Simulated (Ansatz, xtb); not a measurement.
# H4OSi2: which of two isomers lies lower

Structure a: `O[Si][SiH3]`, a singlet. Structure b: `O=[SiH][SiH3]`, a singlet. Both are isolated molecules in the gas phase, relaxed with PBE0-D3(BJ)/def2-SVP; the shapes shown needn't be the lowest conformers.

a (Å):

```yaml
atoms:
  - { symbol: O, position_ang: [0.6345, 0.3508, 3.5083] }
  - { symbol: Si, position_ang: [-0.8877, 0.6644, 2.8683] }
  - { symbol: Si, position_ang: [-0.0176, 1.0372, 0.6375] }
  - { symbol: H, position_ang: [0.6237, 0.1510, 4.4523] }
  - { symbol: H, position_ang: [-1.0928, 1.3803, -0.3486] }
  - { symbol: H, position_ang: [0.6847, -0.1939, 0.1456] }
  - { symbol: H, position_ang: [0.9745, 2.1625, 0.6506] }
```

b (Å):

| atom | x (Å) | y (Å) | z (Å) |
| --- | --- | --- | --- |
| O | -1.0372 | -0.5597 | 3.4807 |
| Si | 0.0016 | 0.4524 | 2.9694 |
| Si | 0.1834 | 1.1146 | 0.7182 |
| H | 0.9976 | 1.1081 | 3.8824 |
| H | 1.5598 | 0.7857 | 0.2352 |
| H | -0.0107 | 2.5953 | 0.6410 |
| H | -0.8457 | 0.4027 | -0.0894 |

Q: Which of the two would you expect CCSD(T)/def2-TZVP electronic energies to favour?

A: Structure b; the calculation gives E(b) − E(a) = −9.9 kJ/mol.

Level by level:

| level | geometry | E(b) − E(a) (kJ/mol) | departure from the last row (kJ/mol) | job, with rough time for the two |
| --- | --- | --- | --- | --- |
| GFN2-xTB | GFN2-xTB | −150.5 | −140.6 | optimisation, 0.14 s |
| HF/STO-3G | GFN2-xTB | +68.8 | +78.8 | single point, 0.24 s |
| r2SCAN-D4/def2-SVP | GFN2-xTB | −15.0 | −5.0 | single point, 3.2 s |
| PBE0-D3(BJ)/def2-SVP | PBE0-D3(BJ)/def2-SVP | +14.4 | +24.4 | optimisation, 1.9 min |
| HF/def2-TZVP | PBE0-D3(BJ)/def2-SVP | +8.3 | +18.3 | part of the CCSD(T) run |
| MP2/def2-TZVP | PBE0-D3(BJ)/def2-SVP | −27.9 | −18.0 | part of the CCSD(T) run |
| CCSD(T)/def2-TZVP | PBE0-D3(BJ)/def2-SVP | −9.9 |  | single point, 28 s |

As drawn, b has 1 O=Si, 1 Si–H in place of 1 O–Si, 1 O–H.

HF/STO-3G, PBE0-D3(BJ)/def2-SVP, HF/def2-TZVP put the two in the other order. The largest departure from CCSD(T)/def2-TZVP is that of GFN2-xTB, 140.6 kJ/mol.

With harmonic frequencies from PBE0-D3(BJ)/def2-SVP (ideal gas, rigid rotor, one conformer each, 298.15 K, 1 atm): on the last row, ΔE + ΔZPE = −17.3 kJ/mol. A mode under 50 cm⁻¹ makes harmonic enthalpies and free energies unreliable, so none is given.

The T1 diagnostic of structure b is large, so the coupled-cluster value is less sure. The correlated steps freeze 11 core orbitals. Codes used: Ansatz 0.2.0, xtb 6.7.1; the last row on 1 thread of Arm Neoverse V1 on a shared host.
